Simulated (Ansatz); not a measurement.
Basis-set extrapolation for `[SiH3][AlH][PH2]` (PBE0-D4/def2-TZVP geometry, frozen core, Ansatz 0.2.0). Multiplicity 1, RHF reference.

```
                      def2-TZVPP   def2-QZVPP
                 HF  -875.104038  -875.129770
    MP2 correlation    -0.366434    -0.393698
CCSD(T) correlation    -0.443464      not run
```

Energies in hartree. Use E(X) = E(∞) + A·exp(−7.88·√X) for Hartree–Fock and E(X) = E(∞) + B·X^(−2.97) for correlation, with X = 3 and 4, and add CCSD(T) minus MP2 of the smaller set to the MP2 limit.

Question: What is the CCSD(T) energy at the basis-set limit?

Answer: HF limit: -875.129770 + (-0.025732) × 0.13774 = -875.13331. MP2 limit: -0.393698 + (-0.027264) × 0.74074 = -0.41389. Higher-order term: -0.443464 − (-0.366434) = -0.07703. Total: -875.62423 hartree, 201.4 kJ/mol below CCSD(T)/def2-TZVPP.
